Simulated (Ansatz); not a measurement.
# Which is lower?

The two ends of one reaction step of CH7FSi, singlet (PBE0-D4/def2-TZVP).

A:

Si1  (-0.368, -0.926, -0.293)
H2  (1.082, -1.188, -0.005)
H3  (-0.654, -1.594, -1.588)
H4  (-1.145, -1.589, 0.785)
C5  (-0.689, 0.909, -0.361)
H6  (1.875, -0.075, 1.011)
F7  (2.166, 0.599, 1.579)
H8  (-0.421, 1.383, 0.585)
H9  (-1.745, 1.105, -0.559)
H10  (-0.101, 1.376, -1.154)
(Å)

B:

Si1  (-0.690, -0.608, 0.607)
H2  (2.825, -0.591, -1.113)
H3  (-0.709, -1.762, -0.326)
H4  (-1.827, -0.712, 1.557)
C5  (-0.708, 1.006, -0.304)
H6  (2.604, -0.641, -0.402)
F7  (0.659, -0.715, 1.470)
H8  (-0.674, 1.849, 0.390)
H9  (-1.624, 1.092, -0.896)
H10  (0.144, 1.082, -0.983)
(Å)

Ansatz 0.2.0; basis: def2-TZVPP; cores frozen in the correlated methods. B3LYP uses VWN-RPA correlation.

Which structure is lower at CCSD(T), and by how much? (To be estimated.)

By the calculation: B, by 1.105 eV (electronic energy, against the other). By their contacts, A is a complex of CH₆Si ([CH3][SiH3]) + HF and B is a complex of CH₅FSi ([CH3][SiH2][F]) + H₂.

All methods give the same order:

```json
{"method": "SPW92", "E(B) − E(A) (eV)": "-0.923"}
{"method": "PBE-D4", "E(B) − E(A) (eV)": "-1.003"}
{"method": "BLYP-D4", "E(B) − E(A) (eV)": "-1.124"}
{"method": "r2SCAN-D4", "E(B) − E(A) (eV)": "-1.153"}
{"method": "B97M-V", "E(B) − E(A) (eV)": "-1.146"}
{"method": "PBE0-D4", "E(B) − E(A) (eV)": "-1.019"}
{"method": "B3LYP-D4", "E(B) − E(A) (eV)": "-1.128"}
{"method": "r2SCAN0-D4", "E(B) − E(A) (eV)": "-1.130"}
{"method": "BHLYP-D4", "E(B) − E(A) (eV)": "-1.165"}
{"method": "CAM-B3LYP-D4", "E(B) − E(A) (eV)": "-1.148"}
{"method": "wB97X-V", "E(B) − E(A) (eV)": "-1.125"}
{"method": "wB97M-V", "E(B) − E(A) (eV)": "-1.134"}
{"method": "B2PLYP", "E(B) − E(A) (eV)": "-1.151"}
{"method": "PBE-QIDH", "E(B) − E(A) (eV)": "-1.084"}
{"method": "RPA on PBE", "E(B) − E(A) (eV)": "-1.118"}
{"method": "HF", "E(B) − E(A) (eV)": "-1.230"}
{"method": "MP2", "E(B) − E(A) (eV)": "-1.156"}
{"method": "CCSD", "E(B) − E(A) (eV)": "-1.110"}
{"method": "CCSD(T)", "E(B) − E(A) (eV)": "-1.105"}
```

No T1 diagnostic of these runs exceeds 0.011.

Labels in which every atom is bracketed show which atoms are joined, not bond orders.

For scale, one of the runs: CCSD(T)/def2-TZVPP, 202 basis functions, launched by `ansatz run in.yaml --threads 2 --pin off --events-out ev --progress --plain --max-ram 4352MiB`. Hardware: 2 CPU threads of an Arm Neoverse V2, shared host. Wall time 59 s; peak host memory 2.5 GiB.
